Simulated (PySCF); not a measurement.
# Si₂H₆: electronic excitations at several levels of theory, part 2 of 2

PySCF 2.14.0. Atoms count from 0. Earlier steps stand in the parts before.

## 11. Excited states and response: PBE0/aug-cc-pVTZ

What the job is given:

```
{"job": {"kind": "uv", "xc": "PBE0", "basis": "aug-cc-pVTZ"}, "charge": 0, "multiplicity": 1}
Si    -1.164758     0.107036    -0.031645
Si     1.168592    -0.109455     0.019140
H     -1.757346    -0.831272    -1.034105
H     -1.533860     1.507078    -0.407419
H     -1.743885    -0.197155     1.313342
H      1.561412    -1.501235     0.399992
H      1.745143     0.842848     1.018205
H      1.742812     0.200976    -1.326640
```

Level: TDDFT PBE0/aug-cc-pVTZ, vertical, gas phase, core orbitals frozen in the response.

Output:

```text
coarse grid: 6968 points
cycle   1  E = -582.3313062686  dE = -3.299e-01  |g| = 1.279e-01  |ddm| = 5.090e+00
cycle   2  E = -582.3339255561  dE = -2.619e-03  |g| = 4.666e-02  |ddm| = 4.436e-01
cycle   3  E = -582.3342225989  dE = -2.970e-04  |g| = 1.196e-02  |ddm| = 1.298e-01
cycle   4  E = -582.3342653523  dE = -4.275e-05  |g| = 3.134e-03  |ddm| = 3.616e-02
cycle   5  E = -582.3342696294  dE = -4.277e-06  |g| = 1.437e-04  |ddm| = 1.011e-02
final grid: 56088 points
cycle   6  E = -582.3442044025  dE = -9.523e-06  |g| = 6.423e-04  |ddm| = 1.112e-01
cycle   7  E = -582.3442044644  dE = -6.191e-08  |g| = 3.611e-04  |ddm| = 3.257e-03
cycle   8  E = -582.3442044906  dE = -2.622e-08  |g| = 5.711e-05  |ddm| = 8.264e-04
cycle   9  E = -582.3442044917  dE = -1.115e-09  |g| = 1.849e-05  |ddm| = 2.291e-04
cycle  10  E = -582.3442044918  dE = -1.382e-10  |g| = 6.726e-07  |ddm| = 4.387e-05
converged SCF energy = -582.3442044918

Static polarisability (au): isotropic 63.531, principal 57.279 57.281 76.032

Singlet excitations
state   eV       nm        f      main configurations
  1   7.1917    172.4   0.00010   H->L 0.98
  2   7.3578    168.5   0.02228   H->L+2 0.87
  3   7.3583    168.5   0.02225   H->L+3 0.87
  4   7.5052    165.2   0.42184   H->L+1 0.95
  5   7.8307    158.3   0.00003   H->L+4 0.96
  6   7.8311    158.3   0.00000   H->L+5 0.96
  7   8.2494    150.3   0.05271   H->L+6 0.91
  8   8.2496    150.3   0.05274   H->L+7 0.91
  9   8.3180    149.1   0.00000   H-1->L+3 0.30, H-2->L+2 0.30, H-1->L+2 0.14
 10   8.3330    148.8   0.00001   H-1->L 0.92

Triplet excitations (Tamm-Dancoff, eV): 6.3027 6.3031 6.6979 6.8955
```

Run time: 22 s. Hardware: 1 thread, shared host.

This run: HOMO -8.38 eV, LUMO -0.16 eV; lowest singlet 7.19 eV.

## 12. Ultraviolet spectrum: PBE0/def2-TZVPD

Same as in step 11 but for these lines:

```diff
@@ -1,2 +1,2 @@
-{"job": {"kind": "uv", "xc": "PBE0", "basis": "aug-cc-pVTZ"}, "charge": 0, "multiplicity": 1}
+{"job": {"kind": "uv", "xc": "PBE0", "basis": "def2-TZVPD"}, "charge": 0, "multiplicity": 1}
 Si    -1.164758     0.107036    -0.031645
```

Method: TDDFT PBE0/def2-TZVPD, vertical, gas phase, core orbitals frozen in the response.

Output:

```text
coarse grid: 6968 points
cycle   1  E = -582.3365707409  dE = -3.370e-01  |g| = 1.278e-01  |ddm| = 1.837e+00
cycle   2  E = -582.3391388137  dE = -2.568e-03  |g| = 5.156e-02  |ddm| = 1.681e-01
cycle   3  E = -582.3394265967  dE = -2.878e-04  |g| = 1.098e-02  |ddm| = 4.826e-02
cycle   4  E = -582.3394578983  dE = -3.130e-05  |g| = 3.435e-03  |ddm| = 1.731e-02
cycle   5  E = -582.3394628218  dE = -4.924e-06  |g| = 1.707e-04  |ddm| = 4.837e-03
final grid: 56088 points
cycle   6  E = -582.3385034409  dE = -5.563e-06  |g| = 8.108e-04  |ddm| = 1.549e-02
cycle   7  E = -582.3385035034  dE = -6.253e-08  |g| = 5.271e-04  |ddm| = 1.717e-03
cycle   8  E = -582.3385035473  dE = -4.385e-08  |g| = 4.328e-05  |ddm| = 6.053e-04
cycle   9  E = -582.3385035479  dE = -6.248e-10  |g| = 2.206e-05  |ddm| = 8.541e-05
converged SCF energy = -582.3385035479

Static polarisability (au): isotropic 63.118, principal 56.866 56.868 75.619

Singlet excitations
state   eV       nm        f      main configurations
  1   7.3177    169.4   0.02385   H->L+3 0.68, H->L+2 0.18
  2   7.3186    169.4   0.02399   H->L+2 0.74, H->L+3 0.17
  3   7.3711    168.2   0.00020   H->L 0.93
  4   7.6083    163.0   0.45815   H->L+1 0.93
  5   7.9188    156.6   0.00009   H->L+4 0.99
  6   7.9193    156.6   0.00000   H->L+5 0.99
  7   8.2762    149.8   0.00000   H-1->L+2 0.40, H-2->L+3 0.39, H-2->L+2 0.09
  8   8.5103    145.7   0.05205   H-1->L+1 0.56, H-1->L 0.22
  9   8.5108    145.7   0.05335   H-2->L+1 0.56, H-2->L 0.23
 10   8.5148    145.6   0.01605   H-1->L 0.66, H-1->L+1 0.14

Triplet excitations (Tamm-Dancoff, eV): 6.2331 6.2336 6.7186 6.9915
```

Run time: 9.5 s. Hardware: 1 thread, shared host.

Key values: HOMO -8.38 eV, LUMO 0.13 eV; lowest singlet 7.32 eV.

## 13. TDDFT and polarisability: PBE0/6-31+G*

Same as in step 12 but for these lines:

```diff
@@ -1,2 +1,2 @@
-{"job": {"kind": "uv", "xc": "PBE0", "basis": "def2-TZVPD"}, "charge": 0, "multiplicity": 1}
+{"job": {"kind": "uv", "xc": "PBE0", "basis": "6-31+G*"}, "charge": 0, "multiplicity": 1}
 Si    -1.164758     0.107036    -0.031645
```

Method: TDDFT PBE0/6-31+G*, vertical, gas phase, core orbitals frozen in the response.

Output:

```text
coarse grid: 6968 points
cycle   1  E = -582.3118046604  dE = -3.256e-01  |g| = 7.451e-02  |ddm| = 2.157e+00
cycle   2  E = -582.3136187167  dE = -1.814e-03  |g| = 1.863e-02  |ddm| = 1.424e-01
cycle   3  E = -582.3137350262  dE = -1.163e-04  |g| = 1.029e-02  |ddm| = 4.430e-02
cycle   4  E = -582.3137780019  dE = -4.298e-05  |g| = 5.031e-04  |ddm| = 1.549e-02
cycle   5  E = -582.3137781318  dE = -1.299e-07  |g| = 9.497e-05  |ddm| = 1.308e-03
final grid: 56088 points
cycle   6  E = -582.2822751084  dE = -2.068e-06  |g| = 2.480e-04  |ddm| = 5.247e-03
cycle   7  E = -582.2822751381  dE = -2.966e-08  |g| = 1.243e-04  |ddm| = 7.557e-04
cycle   8  E = -582.2822751438  dE = -5.750e-09  |g| = 2.653e-05  |ddm| = 2.348e-04
cycle   9  E = -582.2822751441  dE = -2.956e-10  |g| = 7.097e-06  |ddm| = 5.172e-05
converged SCF energy = -582.2822751441

Static polarisability (au): isotropic 54.117, principal 48.627 48.631 65.092

Singlet excitations
state   eV       nm        f      main configurations
  1   7.4035    167.5   0.00007   H->L 0.99
  2   7.6904    161.2   0.57805   H->L+1 0.95
  3   7.7698    159.6   0.02001   H->L+2 0.89
  4   7.7704    159.6   0.02000   H->L+3 0.89
  5   8.5551    144.9   0.00135   H-1->L 0.85, H-2->L 0.11
  6   8.5554    144.9   0.00139   H-2->L 0.85, H-1->L 0.11
  7   8.5611    144.8   0.07368   H-1->L+1 0.55, H->L+4 0.20, H->L+5 0.18
  8   8.5614    144.8   0.07383   H-2->L+1 0.55, H->L+5 0.20, H->L+4 0.19
  9   8.6921    142.6   0.00018   H->L+4 0.46, H-1->L+1 0.30, H->L+5 0.15
 10   8.6923    142.6   0.00017   H->L+5 0.46, H-2->L+1 0.30, H->L+4 0.14

Triplet excitations (Tamm-Dancoff, eV): 6.7880 6.7886 6.8002 7.0672
```

Run time: 3.8 s. Hardware: 1 thread, shared host.

Key values: HOMO -8.42 eV, LUMO 0.11 eV; lowest singlet 7.40 eV.

## 14. Run by run: electronic excitations

Excitations and ground-state properties, with basis size and wall time:

| run | lowest singlet (eV) | brightest (eV) | f | gap (eV) | α (Å³) | μ (D) | functions | time |
| --- | --- | --- | --- | --- | --- | --- | --- | --- |
| BHandHLYP/def2-SVPD | 7.72 | 8.18 | 0.628 | 10.30 | 8.96 | 0.02 | 96 | 11 s |
| CAM-B3LYP/def2-SVPD | 7.58 | 8.03 | 0.577 | 10.71 | 9.16 | 0.02 | 96 | 12 s |
| wB97X-D/def2-SVPD | 7.56 | 8.11 | 0.566 | 12.10 | 9.18 | 0.02 | 96 | 11 s |
| LC-wPBE/def2-SVPD | 7.75 | 8.52 | 0.691 | 13.05 | 8.97 | 0.02 | 96 | 15 s |
| PBE0/6-31G* | 7.77 | 8.27 | 0.559 | 9.04 | 7.39 | 0.02 | 48 | 3.1 s |
| PBE0/def2-SVP | 7.66 | 8.62 | 0.208 | 8.92 | 8.15 | 0.02 | 66 | 3.8 s |
| PBE0/def2-TZVP | 7.40 | 7.94 | 0.456 | 8.66 | 8.85 | 0.02 | 110 | 6.8 s |
| PBE0/aug-cc-pVDZ | 7.21 | 7.54 | 0.433 | 8.26 | 9.43 | 0.01 | 108 | 7.2 s |
| PBE0/aug-cc-pVTZ | 7.19 | 7.51 | 0.422 | 8.22 | 9.41 | 0.02 | 238 | 22 s |
| PBE0/def2-TZVPD | 7.32 | 7.61 | 0.458 | 8.51 | 9.35 | 0.02 | 140 | 9.5 s |
| PBE0/6-31+G* | 7.40 | 7.69 | 0.578 | 8.52 | 8.02 | 0.02 | 56 | 3.8 s |

Measured polarisability: 9.41 Å³ (gas; NIST CCCBDB Release 22 (SRD 101), experimental polarizabilities).

## 15. Outcome

This closing draws on all 2 parts.

| quantity | value |
| --- | --- |
| point group | D3d |
| rotational constants (main isotopes) | 42.42, 5.05, 5.05 GHz |
| lowest singlet (BHandHLYP/def2-SVPD) | 7.72 eV (161 nm), f = 0.031 |
| brightest single state of those computed | state 4, 8.18 eV, f = 0.628 |
| lowest triplet | 6.70 eV |
| vertical ionisation energy (ΔSCF) | 10.56 eV |
| range of the lowest singlet | 7.19 to 7.77 eV |

In words: Single values in the summary come from the first run of each kind that ended normally (BHandHLYP/def2-SVPD), which need not be the best level. The optimisation took 8 steps and gained 0.096 eV; among the close pairs (by a distance rule), Si0–Si1 changed most, from 2.306 to 2.344 Å. The lowest singlet, at 7.72 eV, is HOMO→LUMO+2 0.78, HOMO→LUMO+3 0.14 and is weak; of the 10 states computed, the strongest absorption comes from state 4 at 8.18 eV. The lowest triplet lies 1.01 eV below the lowest singlet (triplets in Tamm-Dancoff, singlets in full TDDFT). The orbital energy would give 9.41 eV for ionisation, ΔSCF gives 10.56 eV. The polarisability is 5 % below the measured 9.41 Å³. The lowest singlet runs from 7.19 eV (PBE0/aug-cc-pVTZ) to 7.77 eV (PBE0/6-31G*), while the orbital gap spans 8.22 to 13.05 eV. The lowest state need not be the same one in every run. For the measured polarisability, PBE0/aug-cc-pVTZ misses least (0.00 Å³, 22 s) and PBE0/6-31G* most (2.02 Å³, 3.1 s). One molecule ranks no method: errors cancel, and vibration and temperature are missing from all runs.
